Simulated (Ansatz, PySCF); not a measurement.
## How well does each level of theory give the band gap of rock-salt NaCl?

Reference value: 8.97 eV (measured, low temperature, zero-point motion not removed; as tabulated in Chen et al. (2018), doi:10.1103/physrevmaterials.2.073803).

Q: What do LDA, PBE, r²SCAN, r²SCAN0, G0W0@Hartree–Fock give, and how far is each from the reference?

A: 
```csv
level (code),value (eV),difference (eV)
LDA (Ansatz),4.69 (direct),-4.28
PBE (Ansatz),5.11 (direct),-3.86
r²SCAN (Ansatz),5.90 (direct),-3.07
r²SCAN0 (Ansatz),7.65 (direct),-1.32
G0W0@Hartree–Fock (PySCF),10.12 ± 0.1,+1.15
```

Once the reference is moved by up to 0.63 eV (a margin picked here for doubts on the reference and the settings, and for temperature and zero-point motion) and values within 0.03 eV count as equal, the nearest can be G0W0@Hartree–Fock (+1.15 eV) or r²SCAN0 (-1.32 eV). Among them LDA (-4.28 eV) misses by most.

Semilocal Kohn–Sham gaps run low as a rule, and all computed gaps are for a static lattice, while measured ones hold electron–phonon shifts unless said otherwise.  A ± on a computed value is a rough bar: the spread of its extrapolation, a floor set from checks against published values, or a statistical error. Values are at the measured cell. Cutoffs and k meshes differ between the levels. Ansatz's density-functional and Hartree–Fock values are scalar-relativistic unless marked +SOC, with PAW data made under PBE.

Differences are worked out from the printed values.

Ansatz is a quantum-chemistry and plane-wave program.
